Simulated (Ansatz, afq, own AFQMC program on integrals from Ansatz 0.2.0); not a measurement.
## Breaking Ge2–S1 in GeH2SCl2, singlet

```xyz
6

S     0.0971    1.3374   -1.1944
Ge    0.2154   -0.2723    0.3068
Cl    2.1506   -1.1557    0.0434
Cl   -1.2885   -1.7670   -0.0639
H    -1.1939    1.6155   -0.9002
H     0.0612    0.1783    1.7619
```

Products: GeHCl₂ (doublet; Cl–GeH–Cl) and HS (doublet), each relaxed with PBE0/def2-SVP like the molecule; electronic energies without zero-point terms. Determinants: RHF, UHF and UHF in that order.

Basis def2-TZVP. Only valence electrons are correlated. AFQMC by an in-house program on the Cholesky factors that Ansatz 0.2.0 writes for its CCSD(T) run. The CISD trial takes its coefficients from CCSD amplitudes. Released means that phaseless walkers are propagated on without the constraint, phases kept. Error bars are statistical, one sigma. No spin–orbit coupling. The errors of all members are added in quadrature.

No full CI on the walks' own integrals is used here. The released AFQMC energy serves as the reference, which it does only where one determinant dominates, the energy is flat over the last release times and near the phaseless one (40 meV or 2 meV an electron, half that with transition metals). On small molecules, where full CI could be run and the noise was under 10 meV, such values lay within 10 meV of it in 19 cases of 20, a flattering rate, since the rule was set on those same cases; what remains of the bias isn't in the error bar. Each member takes its own surest rung, up to full CI.

The best estimate is CCSD(T) at the basis-set limit (CBS: def2-TZVPP and def2-QZVPP, with their diffuse functions for anions and beside diffuse sets, CCSD(T) itself extrapolated) plus the step from CCSD(T) to AFQMC with the constraint released in def2-TZVP. Rows without CBS are in def2-TZVP; B2PLYP and the wave-function rows carry a basis error of their own. Core correlation and relativity beyond core potentials are missing, and ± holds the sampling alone.

Cautions: inner d shell frozen; no relativity below Rb; no spin-orbit coupling; GeH₂SCl₂ (singlet): the released value is read at 0.90 1/Eh with a noise of 23 meV, more than in the cases checked (meV from the phaseless value at times in 1/Eh: -12 ± 13 at 0.21, -19 ± 15 at 0.42, -26 ± 19 at 0.63, -33 ± 23 at 0.90); GeHCl₂ (doublet): the released value is read at 1.50 1/Eh with a noise of 15 meV, more than in the cases checked (meV from the phaseless value at times in 1/Eh: -3 ± 9 at 0.24, -16 ± 10 at 0.51, -10 ± 11 at 0.99, 8 ± 15 at 1.50).

```json
{"level": "B3LYP", "bond energy (kJ/mol)": "297.6"}
{"level": "PBE", "bond energy (kJ/mol)": "317.5"}
{"level": "HF", "bond energy (kJ/mol)": "228.7"}
```

Question: From these cheaper values, estimate the bond energy at the level of the best estimate.

Answer: 344.1 ± 2.6 kJ/mol (best estimate, highest rung released AFQMC).

```tsv
level	bond energy (kJ/mol)	error against the best estimate (kJ/mol)
MP2	345.5	1.5 ± 2.6
CCSD	317.9	-26.1 ± 2.6
CCSD(T)	327.4	-16.6 ± 2.6
ph-AFQMC/CISD	327.7 ± 1.5	-16.3 ± 3.0
released AFQMC	330.7 ± 2.6	-13.3
HF/CBS	226.7	-117.3 ± 2.6
MP2/CBS	359.1	15.0 ± 2.6
CCSD(T)/CBS	340.6	-3.5 ± 2.6
r2SCAN	319.1	-25.0 ± 2.6
PBE0	321.6	-22.4 ± 2.6
wB97M-V	332.4	-11.6 ± 2.6
B2PLYP	315.7	-28.4 ± 2.6
```

Correlation beyond CCSD(T) changes it by less than twice the noise. Going to the basis-set limit adds 13.2 kJ/mol at CCSD(T). The perturbative (T) step is worth +9.5 kJ/mol.

Best estimates are given only where the step beyond CCSD(T) is under 0.3 eV and no member's determinant is very poor (T1 over 0.05, or 0.07 for open shells, ⟨S²⟩ too high by 0.3, two states mixed), so the hardest cases are missing from such tables.

The functionals ran in a triple-zeta set and keep a basis error of their own, a few kJ/mol for each bond in atomization energies and more for double hybrids, so close places among them and the extrapolated levels can swap.

Each member of a difference takes its own highest rung, so a best estimate needn't equal the limit plus the step of one row. Released energies are given only where the last usable release times agree within the noise; a slower fall can still hide under it.
